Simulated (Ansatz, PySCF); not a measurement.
Species: CH$_{3}$F, net charge 1, doublet state. 
Structure (B3LYP-D3(BJ)/def2-TZVP (Ansatz, an electronic-structure program) minimum search):
```
C
F 1 1.2871
H 1 1.0874 2 116.86
H 1 1.1715 3 118.18 2 -135.44
H 1 1.1715 3 118.18 4 -89.12
```
Charge +1, spin multiplicity 2.

Total electronic energies in hartree. Correlated levels leave the core frozen unless marked. UHF or UKS for open shells. No spin-orbit coupling. Non-relativistic. CBS(X,Y): correlation extrapolated as X^-3; Hartree-Fock from the larger set. The bracket is a focal-point correction in the basis named.

| level | program | energy (Eh) |
|---|---|---|
| HF/def2-TZVPP | Ansatz | -138.66295 |
| RI-HF/cc-pVTZ | Ansatz | -138.65611 |
| SVWN5/def2-TZVPD | Ansatz | -138.33292 |
| PBE-D3(BJ)/def2-TZVPD | Ansatz + dftd3 | -139.20449 |
| revPBE/def2-TZVPD | Ansatz | -139.31230 |
| BP86/def2-TZVPD | PySCF | -139.35200 |
| TPSS-D3(BJ)/def2-TZVPD | PySCF + dftd3 | -139.37212 |
| B3LYP-D3(BJ)/def2-TZVPD | Ansatz + dftd3 | -139.35269 |
| PBE0-D3(BJ)/def2-TZVP | Ansatz + dftd3 | -139.20270 |
| BHLYP-D3(BJ)/def2-TZVPD | Ansatz + dftd3 | -139.28006 |
| HSE06/def2-TZVPD | Ansatz | -139.19597 |
| CAM-B3LYP-D4/def2-TZVPD | Ansatz + dftd4 | -139.29850 |
| LC-wPBE-D4/def2-TZVPD | Ansatz + dftd4 | -139.26879 |
| LC-wPBE/def2-TZVPD | Ansatz | -139.26802 |
| MP2/CBS(def2-TZVPP,def2-QZVPP) | Ansatz | -139.1348 |
| RI-MP2/def2-TZVPP | Ansatz | -139.07061 |
| SCS-MP2/aug-cc-pVTZ | Ansatz | -139.07106 |
| CCSD/def2-TZVPP | Ansatz | -139.08690 |
| CCSD/CBS(def2-TZVPP,def2-QZVPP) | Ansatz | -139.1440 |
| CCSD(T)/def2-SVP | Ansatz | -138.83508 |
| CCSD(T)/cc-pVTZ | Ansatz | -139.09658 |
| RI-MP2/CBS(def2-TZVPP,def2-QZVPP)+[CCSD(T)-MP2]/def2-TZVPP | Ansatz | -139.1650 |
| CCSD(T)/CBS(cc-pVTZ,cc-pVQZ) | Ansatz | -139.1603 |

Totals of different functionals don't rank their quality; only differences between species are comparable.
